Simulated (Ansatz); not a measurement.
Worked example: SiS, triplet against SiS, singlet

Geometry (PBE0/def2-TZVP stationary point of a singlet), kept for both states (SiS, singlet: Σ⁺; SiS, triplet: Π):

```csv
atom,x (Å),y (Å),z (Å)
Si,0.0000,0.0000,0.0000
S,0.0000,0.0000,1.9300
```

Basis cc-pVDZ; Ansatz 0.2.0. Correlated methods freeze the noble-gas cores. Prefix R: restricted or restricted open-shell reference; prefix U: unrestricted.

Full CI isn't at hand for all of this; UCCSDT(Q) serves as the reference, and is uncertain by about the last step of the cluster series.

Coupled cluster chose its determinant by trial CCSD, here up to 0.17 eV above the lowest Hartree–Fock solution of its kind, and MP2 stands on that determinant too.

```json
{"level": "UMP2", "E(SiS, singlet) (hartree)": "-686.684181", "E(SiS, triplet) (hartree)": "-686.557378"}
{"level": "UCCSD(T)", "E(SiS, singlet) (hartree)": "-686.716898", "E(SiS, triplet) (hartree)": "-686.589149"}
{"level": "PBE", "E(SiS, singlet) (hartree)": "-687.379971", "E(SiS, triplet) (hartree)": "-687.259315"}
{"level": "B3LYP", "E(SiS, singlet) (hartree)": "-687.731629", "E(SiS, triplet) (hartree)": "-687.606443"}
{"level": "UCCSDT(Q)", "E(SiS, singlet) (hartree)": "-686.718847", "E(SiS, triplet) (hartree)": "-686.591375"}
```

Question: Give the vertical gap, SiS triplet less SiS singlet, at each level in eV (1 hartree = 27.2114 eV), and each error against UCCSDT(Q).

Answer: UCCSDT(Q): (-686.591375 − (-686.718847)) × 27.2114 = 3.469 eV (the reference)
B3LYP: (-687.606443 − (-687.731629)) × 27.2114 = 3.406 eV, error -0.063 eV
PBE: (-687.259315 − (-687.379971)) × 27.2114 = 3.283 eV, error -0.186 eV
UCCSD(T): (-686.589149 − (-686.716898)) × 27.2114 = 3.476 eV, error 0.007 eV
UMP2: (-686.557378 − (-686.684181)) × 27.2114 = 3.450 eV, error -0.019 eV

Total energies of functionals can't be set beside those of wave-function methods, since they hold the core's correlation and their own absolute errors; only the differences compare.

In so small a basis the reference is far from its limit while semilocal and hybrid functionals are nearer theirs, so the functionals' errors here hold much of the reference's basis and frozen-core error, which can add to them or hide them.

Each level lands on the state that its own search finds. T1 diagnostics of restricted CCSD: 0.025 and 0.042.
